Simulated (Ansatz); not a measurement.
Cost and result for the atomization energy of C2H3F3 (`FCC(F)F`) (8 atoms, 7 bonds).

```xyz
8

F    -0.7688   -1.2018    1.0584
C    -0.6996   -0.3287    0.0023
C     0.6797    0.2808   -0.0496
F     0.8745    1.0959    1.0107
F     0.7700    1.0319   -1.1752
H    -1.4427    0.4622    0.1357
H    -0.8916   -0.8726   -0.9261
H     1.4785   -0.4677   -0.0562
```

The species carries charge 0 and has multiplicity 1. All single points use the PBE0-D4/def2-TZVP geometry. It is one conformer, not always the lowest. Program: Ansatz. All runs use 2 threads of a server CPU on a shared host. Times are those of one run each, without the atoms' runs, and a repeat can differ threefold. Electronic energies, without spin–orbit coupling; frozen cores. CCSD(T)/CBS adds CCSD(T) − MP2 in def2-TZVPP to the MP2 limit, and its time is that of the two runs behind it. T1 = 0.011. B3LYP takes the VWN-RPA correlation (the form of Gaussian; ORCA's B3LYP/G). HSE06 is the plane-wave form, built on full-range PBE exchange.

CCSD(T)/CBS is a level of theory with its own doubt, some kJ/mol a heavy atom from the limit and from the frozen cores, so smaller differences don't rank the functionals.

```json
{"level": "revPBE-D4/def2-TZVPP", "functions": "197", "wall time": "1.1 s"}
{"level": "PBE0-D4/def2-TZVPP", "functions": "197", "wall time": "1.6 s"}
{"level": "HSE06-D4/def2-TZVPP", "functions": "197", "wall time": "1.7 s"}
{"level": "CAM-B3LYP-D4/def2-TZVPP", "functions": "197", "wall time": "1.8 s"}
{"level": "B3LYP-D4/def2-TZVPP (with forces)", "functions": "197", "wall time": "2.2 s"}
{"level": "CCSD(T)/def2-SVP", "functions": "85", "wall time": "2.5 s"}
{"level": "PBE-QIDH/def2-TZVPP", "functions": "197", "wall time": "2.9 s"}
{"level": "ωB97X-V/def2-TZVPP", "functions": "197", "wall time": "3.8 s"}
{"level": "B97M-V/def2-TZVPP", "functions": "197", "wall time": "4.4 s"}
{"level": "ωB97M-V/def2-TZVPP (with forces)", "functions": "197", "wall time": "4.8 s"}
{"level": "MP2/def2-QZVPP", "functions": "375", "wall time": "11 s"}
{"level": "CCSD(T)/def2-TZVPP", "functions": "197", "wall time": "28 s"}
{"level": "CCSD(T)/CBS(def2)", "functions": "–", "wall time": "39 s"}
```

(1) What atomization energy does each give, and how far from CCSD(T)/CBS? (Estimate.)

## Answers

(1) Ansatz gave: 
```
                            level  atomization (kcal/mol)  difference from CCSD(T)/CBS  per bond
             revPBE-D4/def2-TZVPP                   741.9                          0.6       0.1
               PBE0-D4/def2-TZVPP                   744.6                          3.3       0.5
              HSE06-D4/def2-TZVPP                   745.4                          4.1       0.6
          CAM-B3LYP-D4/def2-TZVPP                   747.1                          5.8       0.8
B3LYP-D4/def2-TZVPP (with forces)                   738.5                         -2.8      -0.4
                 CCSD(T)/def2-SVP                   705.9                        -35.4      -5.1
              PBE-QIDH/def2-TZVPP                   736.6                         -4.7      -0.7
               ωB97X-V/def2-TZVPP                   743.7                          2.4       0.3
                B97M-V/def2-TZVPP                   740.0                         -1.3      -0.2
 ωB97M-V/def2-TZVPP (with forces)                   743.8                          2.5       0.3
                   MP2/def2-QZVPP                   756.9                         15.6       2.2
               CCSD(T)/def2-TZVPP                   722.0                        -19.3      -2.8
                CCSD(T)/CBS(def2)                   741.3                          0.0       0.0
```

From PBE to PBE0 (25 % exact exchange), in def2-TZVPP and without D4, the atomization energy moves by −23.2 kcal/mol: exact exchange takes away binding that semilocal exchange gives to molecules. Leaving LDA and LC-ωPBE aside and taking each functional with its dispersion term where it has one, the values, not all of them listed here, spread over 61.9 kcal/mol, from BHLYP-D4 to PBE-D4. LDA lies +114.4 kcal/mol from PBE without D4, its usual overbinding. At CCSD(T), def2-SVP lies −35.5 kcal/mol from the extrapolated value and def2-TZVPP −19.3 kcal/mol: correlation converges slowly with the basis, and small sets miss more of it in the bonded molecule than in its fragments.
